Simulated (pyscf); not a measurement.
Structures and frequencies: ωB97X-D3(BJ)/def2-SVP in PySCF.

SMILES: [NH2][Ga]([NH2])[NH][SiH3]
```xyz
13

N     -2.7518     0.1146    -0.0874
Ga    -1.1668    -0.3715     0.6523
N     -1.0639    -0.9495     2.3662
N      0.3554    -0.2730    -0.3709
Si     1.9636    -0.6601     0.1267
H     -3.6450    -0.0275     0.3670
H     -2.8673     0.3157    -1.0727
H     -1.8366    -0.8972     3.0177
H     -0.1843    -1.1122     2.8396
H      0.2301     0.0192    -1.3357
H      2.9255     0.4681    -0.0844
H      2.5421    -1.8470    -0.5806
H      1.9210    -0.9714     1.5870
```
Charge 0, spin multiplicity 1.

Task: How much does it cost (ΔH, 298 K, ωB97M-D3(BJ)/def2-TZVP) to split `[NH2][Ga]([NH2])[NH][SiH3]` at its N–Si bond into •HN–Ga(NH₂)–NH₂ + SiH₃•?

Result: N–Si to •HN–Ga(NH₂)–NH₂ + SiH₃•: 110.5 kcal/mol. The 7 functionals that were run give +102.3 (r²SCAN) to +112.2 kcal/mol (ωB97X-D3(BJ)/def2-TZVP). The radicals are drawn with the spin at the cut bond; how far it spreads was not checked. Other isomers of •HN–Ga(NH₂)–NH₂ were not searched in full and may lie lower. Elements up to Kr have no core potential and no relativistic terms here.
